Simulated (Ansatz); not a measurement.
```yaml
crystal:
  periodic: [false, false, false]
  atoms:
    - {symbol: W, position_ang: [0.000000, 0.000000, 0.000000]}
    - {symbol: N, position_ang: [0.000000, 0.000000, 2.160000]}
basis:
  gaussian: {orbitals: def2-TZVP}
total_charge: 1
magnetization: {spin_polarized: true, initial_magnetization: 6}
hamiltonian: {xc: pbe0}
relax: {f_tol: 0.004, max_steps: 80}
```

```sh
$ ansatz run in.yaml --threads 1 --pin off --events-out ev --progress --plain --max-ram 2176MiB
```

Steps of the relaxation (energy above the last step; positions in Å, forces in eV/Å):

```
2
step 1, 144.4 meV
W     0.000    0.000    0.000    0.000    0.000    1.965
N     0.000    0.000    2.160    0.000    0.000   -1.965
```

```
2
step 2, 33.5 meV
W     0.000    0.000    0.093    0.000    0.000   -1.276
N     0.000    0.000    2.067    0.000    0.000    1.276
```

```
2
step 3, 0.0 meV
W     0.000    0.000    0.066    0.000    0.000   -0.019
N     0.000    0.000    2.094    0.000    0.000    0.019
```

```
2
step 4, 0.0 meV
W     0.000    0.000    0.066    0.000    0.000    0.000
N     0.000    0.000    2.094    0.000    0.000    0.000
```

Close pairs at the end: W1–N2 2.028 Å.

A stationary point of unrestricted PBE0 after 4 steps, with ⟨S²⟩ = 12.008 against 12.00 for a pure state. 25 s on 1 thread of Arm Neoverse V2, shared host.
